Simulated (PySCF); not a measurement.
## Working with the constants of Al2

UHF-CCSD(T) constants of Al2, ³Πu (triplet), unpaired electrons σ ↑, π ↑ (Al 6-311G(d,p); no relativity (PySCF 2.14); masses 26.9815 and 26.9815 u):

```
ωe              : 283.6 cm⁻¹
ωexe            : 1.87 cm⁻¹
Be              : 0.17077 cm⁻¹
αe              : 0.00142 cm⁻¹
D (centrifugal) : 2.48e-07 cm⁻¹
De to Al + Al   : 1.23 eV
```

Problem. Give the vibrational terms G(v) and spacings up to v = 3.

Solution. G(v) = ωe(v+½) − ωexe(v+½)².

| v | G(v) (cm⁻¹) | G(v) − G(v−1) | Bv (cm⁻¹) |
| --- | --- | --- | --- |
| 0 | 141 |  | 0.1701 |
| 1 | 421 | 280 | 0.1686 |
| 2 | 697 | 276 | 0.1672 |
| 3 | 970 | 272 | 0.1658 |

Problem. How well does the Morse estimate ωe²/(4ωexe) reproduce De, and what is D0?

Solution. It gives 1.33 eV, 108 % of the computed De. D0 = De − G(0) = 1.23 − 0.02 = 1.21 eV.

Correlated steps freeze 10 core orbitals. The state is the lowest determinant that a PBE0 search found; another state may lie lower at other levels.
